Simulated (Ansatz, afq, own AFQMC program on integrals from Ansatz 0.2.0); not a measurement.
# GeHO, quartet: AFQMC among the cluster methods

```xyz
3

Ge    0.0000    0.0286    0.3172
O     0.0000   -0.2074   -1.5228
H     0.0000    1.2345    1.3110
```

Connectivity, by distances: GeH–O.

Basis cc-pVDZ. Noble-gas cores (and the filled d shells of Ga–Kr and In–Xe) are frozen. Ansatz 0.2.0 and our own AFQMC program on the same integrals; the CISD trial comes from CCSD amplitudes, and released means the phaseless constraint is let go. Free AFQMC starts from the CCSD state and is never constrained. Its projection time is finite, and what remains of the start isn't in its error. Uncertainties: one standard error, sampling alone. No spin–orbit coupling.

Determinant: UHF, the one that the program's search chose, which needn't be the lowest solution. The geometry is a point of a scan.

No full CI on the walks' own integrals is used here; CCSDT(Q) serves as the reference and is uncertain by about the last step of the cluster series.

Cautions: no relativity below Rb; no spin-orbit coupling; inner d shell frozen; lower spins were not checked.

The T1 diagnostic is 0.0219 and the weight of the determinant in the CISD state is 0.901. The ⟨S²⟩ of the determinant is 3.769. The size of the correlated space is 11 electrons in 31 orbitals.

Reference: CCSDT(Q), correlation energy -6.377 eV. The released energy is read at 2.40 1/Eh (meV from the phaseless value at times in 1/Eh: -22 ± 8 at 0.24, -24 ± 10 at 0.51, -23 ± 10 at 0.99, -35 ± 15 at 1.62, -22 ± 17 at 2.40).

```tsv
level	E − E(reference) (kJ/mol)	share of correlation (%)
HF	615.2	0.00
MP2	89.3	85.48
CCSD	19.2	96.89
CCSD(T)	4.9	99.21
CCSDT	1.6	99.74
ph-AFQMC/HF	9.2 ± 6.2	98.50
ph-AFQMC/CISD	3.3 ± 1.0	99.46
released AFQMC	1.2 ± 1.7	99.81
free AFQMC	1.2 ± 1.2	99.81
```

Free projections are given only where their last times agree within the noise and don't stop above the reference; a slow remainder of the start can still hide under it. A walk keeps the symmetry of its determinant, which the program's search chose and which needn't be the lowest solution, so a lower state of the same spin and another symmetry isn't excluded. Released energies are given only where the last usable release times agree within the noise; a slower fall can still hide under it.
